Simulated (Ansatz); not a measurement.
in.yaml

```yaml
crystal:
  periodic: [false, false, false]
  atoms:
    - {symbol: C, position_ang: [0.089692, -0.299416, 1.641324]}
    - {symbol: O, position_ang: [-0.075182, 0.371072, 0.550426]}
    - {symbol: Si, position_ang: [0.001438, -0.086366, -1.110523]}
    - {symbol: H, position_ang: [0.084547, 0.084215, 2.648633]}
basis:
  gaussian: {orbitals: STO-3G, point_charges: [{charge: -1.00, position_ang: [2.997, -0.552, -0.235]}]}
magnetization: {spin_polarized: false, initial_magnetization: 3}
correlation: {method: sc_nevpt2, electrons: outside_noble_gas, active_space: {window: {electrons: 5, orbitals: 4}, states: [{multiplicity: 4, weights: [1, 1, 0.5]}]}}
output: {forces: true}
```

```sh
$ ansatz run in.yaml --threads 1 --pin off --events-out ev --progress --plain --max-ram 2393MiB
```

(1) Roughly how long does this take on 1 thread of Arm Neoverse V1, shared host, and how much host memory?

```
346 factors; integrals over basis functions are off by at most 4.3e-8 eV
mean field evaluation 1: about -10809.0740 eV, gradient 9.9e0 eV
mean field evaluation 2: about -10809.1677 eV, gradient 9.9e0 eV
mean field evaluation 4: about -10810.4110 eV, gradient 3.1e0 eV
mean field evaluation 8: about -10810.4547 eV, gradient 4.9e-2 eV
mean field evaluation 16: about -10810.4042 eV, gradient 5.7e-1 eV
mean field evaluation 32: about -10810.0523 eV, gradient 7.8e-1 eV
mean field -10810.45449189 eV, -397.2768749876 hartree, gradient 2.4e-6 eV, S^2 3.750000; 5 other end points of the search recorded, 0 dependent functions left out
reference -10810.45449189 eV, -397.2768749876 hartree; 16, 13 occupied and 4, 7 virtual orbitals, 346 factors
state -10810.35527689 eV, -397.2732289038 hartree
state -10803.11028242 eV, -397.0069802678 hartree
state -10799.85028760 eV, -396.8871776678 hartree
state -10810.35527689 eV, -397.2732289038 hartree; corrected -10812.74881184 eV, -397.3611896909 hartree
state -10803.11028242 eV, -397.0069802678 hartree; corrected -10805.80249867 eV, -397.1059173901 hartree
state -10799.85028760 eV, -396.8871776678 hartree; corrected -10805.34365428 eV, -397.0890551699 hartree
state -10809.72261906 eV, -397.2499791572 hartree
state -10802.83928598 eV, -396.9970213324 hartree
state -10801.24045040 eV, -396.9382652085 hartree
state -10809.72261906 eV, -397.2499791572 hartree; corrected -10812.74855290 eV, -397.3611801750 hartree
state -10802.83928598 eV, -396.9970213324 hartree; corrected -10804.85702877 eV, -397.0711720121 hartree
state -10801.24045040 eV, -396.9382652085 hartree; corrected -10803.93484459 eV, -397.0372823687 hartree
state -10810.35527689 eV, -397.2732289038 hartree; corrected -10812.74881184 eV, -397.3611896909 hartree
state -10803.11028242 eV, -397.0069802678 hartree; corrected -10805.80249867 eV, -397.1059173901 hartree
state -10799.85028760 eV, -396.8871776678 hartree; corrected -10805.34365428 eV, -397.0890551699 hartree
the calculation of the forces begins
Total energy: -10808.48925506 eV, -397.2046538664 hartree
Atom 0 at     0.089692    -0.299416     1.641324 Å, force     0.087635    -4.253742     0.598560 eV/Å
Atom 1 at    -0.075182     0.371072     0.550426 Å, force    -0.230473     2.493304    -3.165842 eV/Å
Atom 2 at     0.001438    -0.086366    -1.110523 Å, force     0.323997     0.000540     1.930205 eV/Å
Atom 3 at     0.084547     0.084215     2.648633 Å, force     0.054896     1.617280     0.805421 eV/Å
Dipole moment:     0.132589    -0.015621    -0.304892 e Å
```

The total printed last is the weighted mean of the 3 states, 4.260 eV above the lowest of them, and is no single state's energy. Before any correction even the lowest state lies above the reference determinant, by 0.10 eV, so the averaged orbitals or the space serve it badly.

Forces (eV/Å):
```
C    0.088 -4.254  0.599
O   -0.230  2.493 -3.166
Si   0.324  0.001  1.930
H    0.055  1.617  0.805
```

Results:

(1) 0.96 s wall and 0.07 GiB.
